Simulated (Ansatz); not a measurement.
The input, for Ansatz 0.2.0:

```yaml
crystal:
  periodic: [false, false, false]
  atoms:
    - {symbol: Si, position_ang: [0.000000, 0.000000, 0.000000]}
    - {symbol: F, position_ang: [0.000000, 0.000000, 1.211000]}
basis:
  gaussian: {orbitals: cc-pVDZ}
total_charge: 1
magnetization: {spin_polarized: true, initial_magnetization: 0}
correlation: {method: mp2, electrons: all}
```

```sh
$ ansatz run in.yaml --threads 1 --pin off --events-out ev --progress --plain --max-ram 2393MiB
```

The program prints:

```
317 factors; integrals over basis functions are off by at most 3.8e-4 eV
mean field evaluation 1: about -10548.1888 eV, gradient 4.5e1 eV
mean field evaluation 2: about -10548.1964 eV, gradient 4.5e1 eV
mean field evaluation 4: about -10554.6639 eV, gradient 1.0e0 eV
mean field evaluation 8: about -10554.6742 eV, gradient 3.0e-4 eV
mean field -10554.67423467 eV, -387.8771239089 hartree, gradient 8.4e-7 eV, S^2 0.000000; 0 other end points of the search recorded, 0 dependent functions left out
reference -10554.67423467 eV, -387.8771239089 hartree; 11, 11 occupied and 21, 21 virtual orbitals, 317 factors
second order -6.56443485 eV of doubles, -0.00000000 eV of singles
Total energy: -10561.23866952 eV, -388.1183624402 hartree
```

Ran on 1 thread of Arm Neoverse V2, shared host: 0.15 s wall, 0.07 GiB peak host memory.
